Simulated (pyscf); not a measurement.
Homolytic dissociation enthalpies at 298 K of Al–O, Ga–O, In–O bonds in 8 gas-phase molecules, in kJ/mol. Single points on ωB97X-D3(BJ)/def2-SVP structures (PySCF, gas phase). MP2 and CC: frozen core, UHF for open shells. ΔMP2 is the change of the MP2 total energy from the triple- to the quadruple-zeta basis. Both columns use the same structures and thermal terms. Rows were drawn at random from the closed-shell molecules with such a bond whose radicals are computed, keep their shape and have no isomer in the data more than 5 kcal/mol lower.

```csv
row,molecule,radicals,r²SCAN/def2-TZVP,CCSD(T)/def2-TZVPP + ΔMP2(QZVPP)
1,HO–InH–AsH₂,OH• + [H₂As–InH]•,359.4,?
2,HO–InH–Cl,OH• + [Cl–InH]•,350.8,376.5
3,HO–InH–OH,OH• + [HO–InH]•,349.0,376.8
4,H₃C–Al(OH)–OH,[H₃C–Al–OH]• + OH•,520.7,544.7
5,HO–GaH₂,OH• + GaH₂•,443.3,466.3
6,HO–In(OH)–Cl,OH• + [HO–In–Cl]•,323.4,354.0
7,HO–GaH–Cl,[Cl–GaH]• + OH•,428.9,455.5
8,H₂N–AlH–OH,[H₂N–AlH]• + OH•,522.0,544.8
```

Problem. Fit a line that carries the r²SCAN values to the last column and predict row 1.

Solution. In the 7 complete rows the last column lies 22.8 to 30.6 kJ/mol from r²SCAN (mean 25.8, median 25.7). Least squares gives y = 38.4 + 0.97·x with residuals of 1.5 kJ/mol (root mean square). For row 1: 38.4 + 0.97 × 359.4 = 387.0 kJ/mol. The computed value is 383.5 kJ/mol, 3.5 under the line. The CCSD(T) − MP2 part came from Ansatz, without density fitting, on the same reference. The frozen core leaves the outer d or s,p core shells of the metals and heavy elements correlated in the MP2 and CC values, and def2-TZVPP describes them poorly, which can shift differences by a few kcal/mol. Left out: the spin-orbit lowering of OH. Elements up to Kr have no core potential and no relativistic terms here. Elements past Kr carry the def2 core potentials, without spin-orbit coupling.
